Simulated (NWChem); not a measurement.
# C cation, doublet

Computed with NWChem. Pople sets run with spherical d functions. Spin-unrestricted. The open p shell is one determinant without spherical averaging. No stability test was run on the SCF state. Fermi-contact couplings, non-relativistic, static geometry.

For level PBE/6-31G*:

```
Property                 Value
-----------------------  -----
A(iso) 13C atom 1 (MHz)   39.5
```

Problem. Estimate the same quantities for level PBE/def2-SVP.

Solution. 
| Quantity | Result |
|---|---|
| A(iso) 13C atom 1 (MHz) | 104.1 |
